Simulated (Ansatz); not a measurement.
Relaxed structures of CH3OS, doublet (PBE0-D4/def2-TZVP; forces vanish, vibrations not checked; lower isomers may exist, and structures with a doubtful reference or unclear bonds are left out; Å). Ansatz 0.2.0; basis: def2-TZVPP; cores frozen in the correlated methods; orbitals are unrestricted.

**Question.** Rank them by CCSD(T) energy, lowest first, and give each one's height above the lowest. Links in brackets join atoms within 1.22 times the sum of their covalent radii (1.1 for two metals). (To be estimated.)
A.
CH₃OS ([CH][SH][OH])
```
6
angstrom
C -0.7013 0.0745 -0.7136
S 0.8561 -0.2915 -0.5754
O 1.7486 -0.2576 0.8747
H 0.7885 -1.6384 -0.6348
H -1.0622 1.0790 -0.5088
H 1.1753 -0.5353 1.6013
```
B.
CH₃OS ([CH2][S][OH])
```
6
angstrom
C -0.7591 0.1733 -0.5503
S 0.6640 -0.6961 -0.5122
O 1.4794 -0.0676 0.7841
H -1.6195 -0.2995 -1.0055
H -0.7769 1.2273 -0.3010
H 1.0121 -0.3374 1.5850
```
C.
a complex of CHO ([CH][O]) + H₂S
```
6
angstrom
C 1.2801 -1.2747 -0.5984
S -1.6583 0.7983 0.3361
O 1.5772 -0.8344 0.4449
H 0.3021 -1.0779 -1.1140
H -1.1914 1.9530 -0.1626
H -0.5352 0.5836 1.0408
```

**Answer.** By the calculation: C (0.00 kcal/mol), B (1.55 kcal/mol), A (54.92 kcal/mol). Heights count from the lowest.

T1 diagnostic: at most 0.024. ⟨S²⟩ of the unrestricted Hartree–Fock references: 0.76 to 0.79 (a pure state has 0.75).

For scale, one of the runs: CCSD(T)/def2-TZVPP, 146 basis functions, launched by `ansatz run in.yaml --threads 2 --pin off --events-out ev --progress --plain --max-ram 4352MiB`. Hardware: 2 CPU threads of an Arm Neoverse V1, shared host. Wall time 68 s; peak host memory 2.1 GiB.
